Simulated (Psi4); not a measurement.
**BSiH2F (SMILES B[Si]F) at 5 levels**

We compute a comparison of 5 runs (UHF/3-21G, UHF/def2-SVPD, UPBE/cc-pVDZ, UB3LYP/aug-cc-pVDZ, UMP2/pcseg-1) of BSiH2F. 

The calculation is run with Psi4 1.11.

3 further runs of the same task are left out: 3 set aside as unsound or not needed.

### Step 1. The system as given

The species is BSiH2F (5 atoms), meant as a triplet with charge 0. SMILES: `B[Si]F`. The coordinates come from a GFN2-xTB relaxation.

Bond lengths: B1–Si2 1.877 Å, Si2–F3 1.654 Å, B1–H4 1.171 Å, B1–H5 1.174 Å. Angles: B1–Si2–F3 118.5°, Si2–B1–H4 120.0°, Si2–B1–H5 119.8°, H4–B1–H5 120.2°.

### Step 2. Energy and gradient at UHF/3-21G (run 1)

Input file job.json:

```json
{
 "schema_name": "qcschema_input",
 "schema_version": 1,
 "molecule": {
  "schema_name": "qcschema_molecule",
  "schema_version": 2,
  "symbols": ["B", "Si", "F", "H", "H"],
  "geometry": [0.44399115, 1.2957852, -0.2345717, -1.68189405, -1.52589715, -0.55493697, -0.98241192, -4.11228971, 1.05626242, -0.0006614, 3.15034353, -1.35621865, 2.22097622, 1.19205814, 1.08946491],
  "molecular_charge": 0,
  "molecular_multiplicity": 3,
  "fix_symmetry": "c1"
 },
 "driver": "gradient",
 "model": {
  "method": "hf",
  "basis": "3-21G"
 },
 "keywords": {
  "reference": "uhf",
  "puream": true,
  "e_convergence": 1e-09,
  "d_convergence": 1e-08,
  "scf_type": "pk",
  "maxiter": 200
 }
}
```

The run is started by

```
$ psi4 --qcschema job.json -n 1 --memory 1600MB
```

stdout:

```text
[...]
  Running in c1 symmetry.
[...]
  Nuclear repulsion =   80.830231609960933
[...]
  Multiplicity = 3
[...]
  Nalpha       = 16
  Nbeta        = 14
[...]
    Number of basis functions: 35
[...]
   @UHF iter   1:  -411.91916836047608   -9.71160e-01   8.47996e-03 ADIIS/DIIS
[...]
   @UHF iter  14:  -411.97422147040731   -2.72848e-12   9.46954e-09 DIIS
[...]
   @S^2 Observed:                2.004513921E+00
[...]
    Orbital Energies [Eh]
    ---------------------
    Alpha Occupied:
       1A    -68.353849     2A    -26.127054     3A     -7.578687
       4A     -6.161576     5A     -4.260233     6A     -4.259552
       7A     -4.250743     8A     -1.547966     9A     -0.797663
      10A     -0.688960    11A     -0.632560    12A     -0.625880
      13A     -0.555049    14A     -0.515830    15A     -0.380006
      16A     -0.317792
    Alpha Virtual:
      17A      0.071013    18A      0.148438    19A      0.229747
      20A      0.335258    21A      0.364384    22A      0.418747
      23A      0.458276    24A      0.490073    25A      0.591416
[...]
  @UHF Final Energy:  -411.97422147040731
   => Energetics <=
    Nuclear Repulsion Energy =             80.8302316099609328
    One-Electron Energy =                -732.5459386346790325
    Two-Electron Energy =                 239.7414855543107421
    Total Energy =                       -411.9742214704073149
  UHF NO Occupations:
  HONO-2 :   14  A 1.9988221
  HONO-1 :   15  A 1.0000000
[...]
 Multipole Moments:
 ------------------------------------------------------------------------------------
     Multipole            Electronic (a.u.)      Nuclear  (a.u.)        Total (a.u.)
 ------------------------------------------------------------------------------------
 L = 1.  Multiply by 2.5417464519 to convert [e a0] to [Debye]
 Dipole X            :         -1.7401594            1.3482879           -0.3918715
 Dipole Y            :         -3.1158459            3.5353045            0.4194586
 Dipole Z            :          0.0868814           -0.5476420           -0.4607605
 Magnitude           :                                                    0.7360768
[...]
  -Total Gradient:
     Atom            X                  Y                   Z
    ------   -----------------  -----------------  -----------------
       1       -0.012335867780    -0.018603005464    -0.000741660208
       2        0.009857785876     0.027999090059    -0.004899029889
       3        0.004253825038    -0.006754059855     0.005919163996
       4        0.003179089460    -0.004579007026     0.004172653509
       5       -0.004954832597     0.001936982287    -0.004451127407
[...]
```

The result, in JSON:

```text
{
 "driver": "gradient",
 "model": {
  "method": "hf",
  "basis": "3-21G"
 },
 "success": true,
 "return_result": [-0.01233586777987905, -0.018603005464020106, -0.0007416602075698206, 0.009857785875783648, 0.02799909005876093, -0.004899029888703305, 0.004253825037959333, -0.006754059854719746, 0.0059191639960748665, 0.003179089459736509, -0.004579007026340759, 0.00417265350851001, -0.004954832596599984, 0.0019369822865521226, -0.004451127407478606],
 "properties": {
  "calcinfo_nbasis": 35,
  "calcinfo_nmo": 35,
  "calcinfo_nalpha": 16,
  "calcinfo_nbeta": 14,
  "calcinfo_natom": 5,
  "nuclear_repulsion_energy": 80.83023160996093,
  "return_energy": -411.9742214704073,
  "return_gradient": [-0.01233586777987905, -0.018603005464020106, -0.0007416602075698206, 0.009857785875783648, 0.02799909005876093, -0.004899029888703305, 0.004253825037959333, -0.006754059854719746, 0.0059191639960748665, 0.003179089459736509, -0.004579007026340759, 0.00417265350851001, -0.004954832596599984, 0.0019369822865521226, -0.004451127407478606],
  "scf_one_electron_energy": -732.545938634679,
  "scf_two_electron_energy": 239.74148555431074,
  "scf_dipole_moment": [-0.39187150840263674, 0.41945858995198204, -0.4607605325249923],
  "scf_total_energy": -411.9742214704073,
  "scf_total_gradient": [-0.01233586777987905, -0.018603005464020106, -0.0007416602075698206, 0.009857785875783648, 0.02799909005876093, -0.004899029888703305, 0.004253825037959333, -0.006754059854719746, 0.0059191639960748665, 0.003179089459736509, -0.004579007026340759, 0.00417265350851001, -0.004954832596599984, 0.0019369822865521226, -0.004451127407478606],
  "scf_iterations": 14
 }
}
```

Run time: 1.6 s. Hardware: 1 thread of Intel Xeon 6975P-C (Granite Rapids), shared host; peak memory 0.18 GiB.

### Step 3. Energy and gradient at UHF/def2-SVPD (run 2)

Input file job.json:

```json
{
  "schema_name": "qcschema_input",
  "schema_version": 1,
  "molecule": {
    "schema_name": "qcschema_molecule",
    "schema_version": 2,
    "symbols": ["B", "Si", "F", "H", "H"],
    "geometry": [0.44399115, 1.2957852, -0.2345717, -1.68189405, -1.52589715, -0.55493697, -0.98241192, -4.11228971, 1.05626242, -0.0006614, 3.15034353, -1.35621865, 2.22097622, 1.19205814, 1.08946491],
    "molecular_charge": 0,
    "molecular_multiplicity": 3,
    "fix_symmetry": "c1"
  },
  "driver": "gradient",
  "model": {
    "method": "hf",
    "basis": "def2-SVPD"
  },
  "keywords": {
    "reference": "uhf",
    "puream": true,
    "e_convergence": 1e-09,
    "d_convergence": 1e-08,
    "scf_type": "pk",
    "maxiter": 200
  }
}
```

The run is started by

```
$ psi4 --qcschema job.json -n 1 --memory 1600MB
```

stdout:

```text
[...]
  Running in c1 symmetry.
[...]
  Nuclear repulsion =   80.830231609960933
[...]
  Multiplicity = 3
[...]
  Nalpha       = 16
  Nbeta        = 14
[...]
    Number of basis functions: 83
[...]
   @UHF iter   1:  -413.91367059953427   -9.05201e-01   4.15916e-03 DIIS/ADIIS
[...]
   @UHF iter  15:  -413.99544763943771   -2.38742e-12   4.64268e-09 DIIS
[...]
   @S^2 Observed:                2.007217158E+00
[...]
    Orbital Energies [Eh]
    ---------------------
    Alpha Occupied:
       1A    -68.826830     2A    -26.295572     3A     -7.623596
       4A     -6.193858     5A     -4.306317     6A     -4.305877
       7A     -4.297677     8A     -1.563026     9A     -0.799382
      10A     -0.717276    11A     -0.673146    12A     -0.669502
      13A     -0.565060    14A     -0.516609    15A     -0.389076
      16A     -0.326790
    Alpha Virtual:
      17A      0.055348    18A      0.074836    19A      0.094668
      20A      0.115966    21A      0.158581    22A      0.171722
      23A      0.186668    24A      0.194009    25A      0.205116
[...]
  @UHF Final Energy:  -413.99544763943771
   => Energetics <=
    Nuclear Repulsion Energy =             80.8302316099609328
    One-Electron Energy =                -734.5404806734193244
    Two-Electron Energy =                 239.7148014240206635
    Total Energy =                       -413.9954476394377139
  UHF NO Occupations:
  HONO-2 :   14  A 1.9972908
  HONO-1 :   15  A 1.0000000
[...]
 Multipole Moments:
 ------------------------------------------------------------------------------------
     Multipole            Electronic (a.u.)      Nuclear  (a.u.)        Total (a.u.)
 ------------------------------------------------------------------------------------
 L = 1.  Multiply by 2.5417464519 to convert [e a0] to [Debye]
 Dipole X            :         -1.6619129            1.3482879           -0.3136251
 Dipole Y            :         -3.2152065            3.5353045            0.3200981
 Dipole Z            :          0.1855731           -0.5476420           -0.3620689
 Magnitude           :                                                    0.5761227
[...]
  -Total Gradient:
     Atom            X                  Y                   Z
    ------   -----------------  -----------------  -----------------
       1       -0.010284042990    -0.013925895128    -0.001294393894
       2        0.010098855546     0.035125691290    -0.007780435966
       3        0.005220043217    -0.012887335853     0.009243741388
       4        0.004131361275    -0.010329425045     0.007346967643
       5       -0.009166217047     0.002016964734    -0.007515879170
[...]
```

The result, in JSON:

```text
{
 "driver": "gradient",
 "model": {
  "method": "hf",
  "basis": "def2-SVPD"
 },
 "success": true,
 "return_result": [-0.01028404299029725, -0.013925895127575274, -0.001294393893516317, 0.010098855546306601, 0.0351256912903269, -0.007780435966463106, 0.005220043216979275, -0.012887335852566462, 0.009243741387560178, 0.00413136127455823, -0.010329425044610097, 0.007346967642511831, -0.009166217047305553, 0.002016964734115216, -0.00751587916963134],
 "properties": {
  "calcinfo_nbasis": 83,
  "calcinfo_nmo": 83,
  "calcinfo_nalpha": 16,
  "calcinfo_nbeta": 14,
  "calcinfo_natom": 5,
  "nuclear_repulsion_energy": 80.83023160996093,
  "return_energy": -413.9954476394377,
  "return_gradient": [-0.01028404299029725, -0.013925895127575274, -0.001294393893516317, 0.010098855546306601, 0.0351256912903269, -0.007780435966463106, 0.005220043216979275, -0.012887335852566462, 0.009243741387560178, 0.00413136127455823, -0.010329425044610097, 0.007346967642511831, -0.009166217047305553, 0.002016964734115216, -0.00751587916963134],
  "scf_one_electron_energy": -734.5404806734193,
  "scf_two_electron_energy": 239.71480142402066,
  "scf_dipole_moment": [-0.3136250701640766, 0.32009806216317926, -0.3620688825644519],
  "scf_total_energy": -413.9954476394377,
  "scf_total_gradient": [-0.01028404299029725, -0.013925895127575274, -0.001294393893516317, 0.010098855546306601, 0.0351256912903269, -0.007780435966463106, 0.005220043216979275, -0.012887335852566462, 0.009243741387560178, 0.00413136127455823, -0.010329425044610097, 0.007346967642511831, -0.009166217047305553, 0.002016964734115216, -0.00751587916963134],
  "scf_iterations": 15
 }
}
```

It took 3.3 s on 1 thread of Intel Xeon 6975P-C (Granite Rapids), shared host; peak memory 0.27 GiB.

Runs 3 to 4 aren't shown in full; the table further down has their settings and results.

### Step 4. A single-point energy at UMP2/pcseg-1 (run 5)

Input file input.in:

```
memory 1600 MB

molecule {
  0 3
  B      0.234950     0.685700    -0.124130
  Si    -0.890020    -0.807470    -0.293660
  F     -0.519870    -2.176130     0.558950
  H     -0.000350     1.667090    -0.717680
  H      1.175290     0.630810     0.576520
  symmetry c1
}

set basis pcseg-1
set reference uhf
set puream true
set e_convergence 1e-09
set d_convergence 1e-08
set scf_type pk
set num_frozen_docc 7
set mp2_type conv
set maxiter 200

e_tot, wfn = energy('mp2', return_wfn=True)
```

The run is started by

```
$ psi4 -i input.in -o input.out -n 1
```

input.out:

```text
[...]
  Running in c1 symmetry.
[...]
  Nuclear repulsion =   80.830231592822145
[...]
  Multiplicity = 3
[...]
  Nalpha       = 16
  Nbeta        = 14
[...]
    Number of basis functions: 56
[...]
   @UHF iter   1:  -414.03274110570135   -9.30884e-01   6.20807e-03 DIIS/ADIIS
[...]
   @UHF iter  15:  -414.11506688320185   -6.25278e-13   4.82700e-09 DIIS
[...]
   @S^2 Observed:                2.005759146E+00
[...]
    Orbital Energies [Eh]
    ---------------------
    Alpha Occupied:
       1A    -68.813962     2A    -26.265836     3A     -7.613382
       4A     -6.182511     5A     -4.300412     6A     -4.299588
       7A     -4.291291     8A     -1.589128     9A     -0.801591
      10A     -0.716424    11A     -0.669042    12A     -0.663471
      13A     -0.565371    14A     -0.518097    15A     -0.389803
      16A     -0.322635
    Alpha Virtual:
      17A      0.058933    18A      0.112633    19A      0.151247
      20A      0.220928    21A      0.244339    22A      0.265535
      23A      0.299989    24A      0.307286    25A      0.395865
[...]
  @UHF Final Energy:  -414.11506688320185
   => Energetics <=
    Nuclear Repulsion Energy =             80.8302315928221446
    One-Electron Energy =                -734.9236714050447290
    Two-Electron Energy =                 239.9783729290207646
    Total Energy =                       -414.1150668832018482
  UHF NO Occupations:
  HONO-2 :   14  A 1.9979283
  HONO-1 :   15  A 1.0000000
[...]
 Multipole Moments:
 ------------------------------------------------------------------------------------
     Multipole            Electronic (a.u.)      Nuclear  (a.u.)        Total (a.u.)
 ------------------------------------------------------------------------------------
 L = 1.  Multiply by 2.5417464519 to convert [e a0] to [Debye]
 Dipole X            :         -1.7146640            1.3482879           -0.3663761
 Dipole Y            :         -3.1036019            3.5353045            0.4317026
 Dipole Z            :          0.0999360           -0.5476420           -0.4477059
 Magnitude           :                                                    0.7218304
[...]
	SCS-MP2 Total Energy (a.u.)        :  -414.43659812067983
	SOS-MP2 Total Energy (a.u.)        :  -414.43370769841931
	SCSN-MP2 Total Energy (a.u.)       :  -414.25974550537944
[...]
	SOS-PI-MP2 Total Energy (a.u.)     :  -414.45821853035909
[...]
	MP2 Total Energy (a.u.)            :  -414.44237896520082
[...]
```

Wall time 2.1 s (1 thread of Intel Xeon 6975P-C (Granite Rapids), shared host); peak memory 0.23 GiB.

### Step 5. Overview of the runs

```
run               level         integration grid      task  energy (Eh)  dipole moment (D)  HOMO energy (eV)  LUMO energy (eV)  wall time
  1           UHF/3-21G                        –  gradient  -411.974221               1.87             -8.65              0.44      1.6 s
  2       UHF/def2-SVPD                        –  gradient  -413.995448               1.46             -8.89              0.28      3.3 s
  3        UPBE/cc-pVDZ  99 radial × 590 angular  gradient  -415.038899               1.02             -5.58             -4.25       16 s
  4  UB3LYP/aug-cc-pVDZ  99 radial × 590 angular    energy  -415.367403               1.16             -6.40             -3.96       18 s
  5        UMP2/pcseg-1                        –    energy  -414.442379                  –             -8.78              0.31      2.1 s
```

### Step 6. Results

| quantity | value |
| --- | --- |
| run 5: total energy | -414.44238 Eh |
| run 5: HOMO energy (Hartree–Fock orbitals) (highest over α and β) | -8.78 eV |
| run 5: LUMO energy (Hartree–Fock orbitals) (lowest over α and β) | 0.31 eV |
| run 5: correlation energy (7 core orbitals frozen) | -327.3 mEh |
| run 5: ⟨S²⟩ of the reference determinant | 2.006 |

Over runs 1, 2, 3, 4 the dipole moment (its size) runs from 1.02 D (UPBE/cc-pVDZ) to 1.87 D (UHF/3-21G). The two ends differ in method and basis. Totals of different functionals can't be ranked against each other. All runs together took 41 s, the longest 18 s.
